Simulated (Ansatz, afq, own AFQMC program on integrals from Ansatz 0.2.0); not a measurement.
AFQMC on a folder of integrals that Ansatz 0.2.0 wrote.

```yaml
crystal:
  periodic: [false, false, false]
  atoms:
    - {symbol: Si, position_ang: [0.000000, 0.000000, 2.100805]}
    - {symbol: Al, position_ang: [0.000000, 0.000000, -0.252999]}
    - {symbol: H, position_ang: [0.000000, 0.000000, -1.847805]}
basis:
  gaussian: {orbitals: 6-31G}
magnetization: {spin_polarized: false}
correlation: {method: ccsd_t, electrons: outside_noble_gas, hamiltonian_folder: ham}
```

```sh
$ ansatz run in.yaml --threads 1 --pin off --events-out ev --progress --plain --max-ram 16896MiB --backend cuda --devices 0, --max-vram 18GiB
```

Options of the walk:

```
--method phaseless --trial hf --walkers 4000 --populations 20 --least-time 40 --time-step 0.005 --steps-per-block 20 --equilibration-blocks 112 --max-blocks 4000 --target-error 0.0008500 --factor-cut 1e-05 --seed 8558 --taylor-order 6
```

Times are imaginary, in 1/Eh. The walk had a cap of 49 s. With eight or more populations the least sampling time is a fifth of least-time, and the error comes from their spread.

Log:

```
orbitals 18  electrons 4 4  factors 103 of 310
reference energy -531.24607728 Eh
CCSD correlation -0.09853188 Eh in 14 cycles, weight of the determinant in the CISD state 0.8605
energy of the start -531.246077 Eh
 block  time / (1/Eh)  mean weight  energy / Eh
     1     0.100  1.0001  -531.255100
     2     0.200  1.0002  -531.263358
     3     0.300  1.0003  -531.270109
     4     0.400  1.0004  -531.276986
     5     0.500  1.0004  -531.282766
    10     1.000  1.0002  -531.305594
    31     3.100  1.0000  -531.334409
    37     3.700  1.0001  -531.339321
    67     6.700  1.0000  -531.347655
    97     9.700  1.0001  -531.351457
   127    12.700  1.0000  -531.344951
   157    15.700  0.9998  -531.349864
   187    18.700  0.9999  -531.346266
   199    19.900  1.0001  -531.353502
   217    21.700  0.9998  -531.347580
   247    24.700  1.0001  -531.347590
   259    25.900  1.0001  -531.350166
error from the spread of 20 populations
energy -531.348526 +/- 0.000826 Eh
(rows thinned)
```

The run passed its tests (sampling time, drift between the halves within three errors, error under three times the target), which doesn't prove that it has relaxed.

Against this walk (error 22.5 meV) on the same determinant: CCSD(T) 21.8 meV higher (within the noise), CCSDT(Q) 78.2 meV lower, CCSDTQ 86.2 meV lower, full CI 88.5 meV lower, a separate phaseless walk with a CISD trial and standard settings 4.7 ± 22.8 meV higher (within the noise). The error is statistical and leaves out the bias of the constraint. Full CI is exact here, so the walk's 89 meV above it is the walk's own error: the bias of the constraint with this trial. The determinant is a poor start (see the cautions), so the low cluster orders aren't to be relied on, and full CI is the sure value.

Cautions: constraint bias not in the error; higher spins were not checked; restricted determinant unstable towards unrestricted (UHF 704 meV lower, ⟨S²⟩ 1.00); strong correlation (T1 0.029, weight of the determinant 0.86, largest double 0.17); the CCSDT(Q) amplitudes may be one of several solutions (largest double 0.63); the CCSDTQ amplitudes may be one of several solutions (largest double 0.93); the determinant fills πx and πy unequally, so it mixes two states of the linear molecule, and each level undoes that mixture to a different degree, while full CI gives the lower state, and by Hund's rule a triplet of that filling probably lies lower still; CCSDTQ on the UHF determinant differs (605 meV lower), perhaps since the unrestricted series falls towards higher spin.

The walk took 25 s on 1 × NVIDIA H100 80GB HBM3 with 2 threads of AMD EPYC 7R13 Processor (Zen 3) (shared host) (the card was shared). The log's last line is the phaseless energy.

CCSDT and higher add their correlation energy to the determinant of the CCSD(T) run, since their own runs factorise the integrals more tightly (a shift of under 2 meV).
